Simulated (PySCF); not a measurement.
**PySCF run on Al2H6**

The script input.py:

```python
from pyscf import gto, scf

mol = gto.M(
    atom='Al 1.2742 0 0; Al -1.2742 0 0; H 0 1.1348 0; H 0 -1.1348 0; H 1.9502 0 1.3904; H 1.9502 0 -1.3904; H -1.9502 0 1.3904; H -1.9502 0 -1.3904',
    basis='x2c-svpall',
    charge=0,
    spin=0,
    symmetry=True,
    verbose=4,
)
mf = scf.RHF(mol)
mf = mf.sfx2c1e()
mf.kernel()
mf.nuc_grad_method().kernel()
mf.dip_moment()
print('orbital energies (hartree):', mf.mo_energy[..., max(0, mol.nelec[1]-3):mol.nelec[0]+3].round(4))
```

```bash
$ OMP_NUM_THREADS=1 python input.py
```

It prints (some set-up lines and the per-cycle HOMO/LUMO lines with their warnings removed):

```
PySCF version 2.14.0

[INPUT] verbose = 4
[INPUT] num. atoms = 8
[INPUT] num. electrons = 32
[INPUT] charge = 0
[INPUT] spin (= nelec alpha-beta = 2S) = 0
[INPUT] symmetry True subgroup None
[INPUT] Mole.unit = angstrom
[INPUT] Symbol           X                Y                Z      unit          X                Y                Z       unit  Magmom
[INPUT]  1 Al     1.274200000000   0.000000000000   0.000000000000 AA    2.407889027921   0.000000000000   0.000000000000 Bohr   0.0
[INPUT]  2 Al    -1.274200000000   0.000000000000   0.000000000000 AA   -2.407889027921   0.000000000000   0.000000000000 Bohr   0.0
[INPUT]  3 H      0.000000000000   1.134800000000   0.000000000000 AA    0.000000000000   2.144461206156   0.000000000000 Bohr   0.0
[INPUT]  4 H      0.000000000000  -1.134800000000   0.000000000000 AA    0.000000000000  -2.144461206156   0.000000000000 Bohr   0.0
[INPUT]  5 H      1.950200000000   0.000000000000   1.390400000000 AA    3.685343888127   0.000000000000   2.627475203595 Bohr   0.0
[INPUT]  6 H      1.950200000000   0.000000000000  -1.390400000000 AA    3.685343888127   0.000000000000  -2.627475203595 Bohr   0.0
[INPUT]  7 H     -1.950200000000   0.000000000000   1.390400000000 AA   -3.685343888127   0.000000000000   2.627475203595 Bohr   0.0
[INPUT]  8 H     -1.950200000000   0.000000000000  -1.390400000000 AA   -3.685343888127   0.000000000000  -2.627475203595 Bohr   0.0

nuclear repulsion = 79.5586832239971
point group symmetry = D2h
symmetry origin: [2.77555756e-17 0.00000000e+00 0.00000000e+00]
symmetry axis x: [ 0. -1.  0.]
symmetry axis y: [ 0.  0. -1.]
symmetry axis z: [1. 0. 0.]
num. orbitals of irrep Ag = 16
num. orbitals of irrep B1g = 3
num. orbitals of irrep B2g = 6
num. orbitals of irrep B3g = 8
num. orbitals of irrep Au = 2
num. orbitals of irrep B1u = 14
num. orbitals of irrep B2u = 9
num. orbitals of irrep B3u = 8
number of shells = 18
number of NR pGTOs = 114
number of NR cGTOs = 66
basis = x2c-svpall
ecp = {}

******** <class 'pyscf.x2c.sfx2c1e.sfX2C1eSymAdaptedRHF'> ********
method = sfX2C1eSymAdaptedRHF
initial guess = minao
damping factor = 0
level_shift factor = 0
DIIS = <class 'pyscf.scf.diis.CDIIS'>
diis_start_cycle = 1
diis_space = 8
diis_damp = 0
SCF conv_tol = 1e-09
SCF conv_tol_grad = None
SCF max_cycles = 50
direct_scf = True
direct_scf_tol = 1e-13

******** <class 'pyscf.x2c.sfx2c1e.SpinFreeX2CHelper'> ********
approx = 1e
xuncontract = 1
Freeze 0 electrons in irreps []
    32 free electrons in irreps Ag B1g B2g B3g Au B1u B2u B3u
Set gradient conv threshold to 3.16228e-05
Initial guess from minao.
init E= -487.667454531047
cycle= 1 E= -487.980165798687  delta_E= -0.313  |g|= 0.235  |ddm|= 2.18
cycle= 2 E= -488.010833064387  delta_E= -0.0307  |g|= 0.0569  |ddm|= 0.397
cycle= 3 E= -488.013221159331  delta_E= -0.00239  |g|= 0.00927  |ddm|= 0.161
cycle= 4 E= -488.013283270654  delta_E= -6.21e-05  |g|= 0.00107  |ddm|= 0.0266
cycle= 5 E= -488.01328428543  delta_E= -1.01e-06  |g|= 0.000128  |ddm|= 0.00374
cycle= 6 E= -488.013284299972  delta_E= -1.45e-08  |g|= 1.24e-05  |ddm|= 0.000499
cycle= 7 E= -488.013284300112  delta_E= -1.4e-10  |g|= 1.63e-06  |ddm|= 4.64e-05
Extra cycle  E= -488.013284300114  delta_E= -2.27e-12  |g|= 5.04e-07  |ddm|= 4.98e-06
converged SCF energy = -488.013284300114

******** <class 'pyscf.grad.rhf.Gradients'> for <class 'pyscf.x2c.sfx2c1e.sfX2C1eSymAdaptedRHF'> ********
unit = Eh/Bohr
--------------- sfX2C1eSymAdaptedRHF gradients ---------------
         x                y                z
0 Al    -0.0060824341     0.0000000000     0.0000000000
1 Al     0.0060824341     0.0000000000     0.0000000000
2 H     0.0000000000    -0.0038585282     0.0000000000
3 H     0.0000000000     0.0038585282     0.0000000000
4 H    -0.0042886933     0.0000000000    -0.0070021697
5 H    -0.0042886933     0.0000000000     0.0070021697
6 H     0.0042886933     0.0000000000    -0.0070021697
7 H     0.0042886933     0.0000000000     0.0070021697
----------------------------------------------
Dipole moment(X, Y, Z, Debye): -0.00000, -0.00000,  0.00000
orbital energies (hartree): [-0.4641 -0.4536 -0.4361  0.0703  0.1207  0.1293]
```

In short: E(SCF) = -488.013284 Eh, 7 cycles, μ(SCF) = 0.00 D.

Hardware: Arm Neoverse N1, 1 thread, shared host. Wall time 4.9 s.
